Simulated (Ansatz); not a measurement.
**Cohesive energies along the alkaline-earth metals**

Theory: DFT, PBE0, plane waves (420 eV) with PAW, scalar-relativistic in Ansatz. (PAW data from PBE, frozen cores regenerated.)

The free atom is spin-polarised, without symmetry, in a box of 14 × 14.4 × 14.8 Å, in the lowest state that the tried spin starts reached (hybrids start from one state alone); no zero-point energy, no spin-orbit coupling, no dispersion.

The hybrid is evaluated at the semilocal geometry on a coarser k-mesh, and its energy is corrected by the semilocal functional's change from that mesh to the dense one.

Problem. Rank by cohesive energy per atom, weakest first.
A. strontium (fcc)
B. calcium (fcc)
C. barium (bcc)
D. beryllium (hcp)

Solution. A (1.54 eV), C (1.72 eV), B (1.77 eV), D (3.70 eV).
